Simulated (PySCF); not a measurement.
Molecule: `C=C(F)CN`, C$_{3}$H$_{6}$FN.

Geometry:
```csv
atom,x (Å),y (Å),z (Å)
C1,1.776,0.262,0.188
C2,0.556,-0.226,0.396
F3,0.197,-0.635,1.624
C4,-0.566,-0.380,-0.582
N5,-1.791,0.298,-0.206
H6,2.503,0.323,1.000
H7,2.062,0.601,-0.807
H8,-0.228,-0.028,-1.568
H9,-0.784,-1.457,-0.692
H10,-1.613,1.293,-0.078
H11,-2.110,-0.051,0.696
```

Geometry PBE0-D3(BJ)/def2-SVP throughout; GIAO in PySCF 2.14, gas phase, one conformer, non-relativistic; equivalent atoms averaged; basis pcSseg-2.

For orientation, mPW1PW91 gives these shifts δ (against TMS, CFCl3, NH3 at the same level): C2 183.9, C1 94.6, C4 49.0, F3 -104.4, N5 31.4, H6 4.55, H7 4.40, H8/H9 3.16, H10/H11 0.67 ppm.

A run gave: C2 188.9, C1 100.8, C4 47.5, F3 -90.2, N5 25.9, H6 4.75, H7 4.55, H8/H9 3.10, H10/H11 0.66 ppm (shifts δ (against TMS, CFCl3, NH3 at the same level)).

**Question.** Which functional was used in that run?
A. wB97X-D
B. PBE
C. HF
D. LC-wPBE

**Answer.** D. C1 tells them apart best: LC-wPBE gives 100.8, PBE gives 90.7, HF gives 95.5, wB97X-D gives 95.9 ppm.
